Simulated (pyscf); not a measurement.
Single points on ωB97X-D3(BJ)/def2-SVP structures (PySCF, gas phase).

SMILES: [OH][TaH]([OH])([Cl])[Cl]
```xyz
8

O     -0.2237     1.4441     0.6294
Ta    -1.0802     0.0341    -0.2844
O     -1.3047    -1.4341    -1.4463
Cl    -2.5732     1.3964    -1.3935
Cl    -1.6067    -1.1439     1.6259
H      0.6142     1.8961     0.7525
H      0.5349    -0.1111    -0.9230
H     -0.8584    -2.0073    -2.0738
```
Charge 0, spin multiplicity 1.

**Question.** How much does it cost (ΔH, 298 K, ωB97M-D3(BJ)/def2-TZVP) to split HO–TaH(OH)(Cl)–Cl (SMILES [OH][TaH]([OH])([Cl])[Cl]) at its H–Ta bond into [HO–Ta(OH)(Cl)–Cl]• + H•?

**Answer.** H–Ta to [HO–Ta(OH)(Cl)–Cl]• + H•: 2.71 eV. The 7 functionals that were run give +2.54 (M06-2X) to +2.83 eV (B3LYP-D3(BJ)). The radicals are drawn with the spin at the cut bond; how far it spreads was not checked. Other isomers of [HO–Ta(OH)(Cl)–Cl]• were not searched in full and may lie lower. Open-shell species with a d-block atom are single-reference here; other states, and whether the spin sits on metal or ligand, were not checked. Elements past Kr carry the def2 core potentials, without spin-orbit coupling.
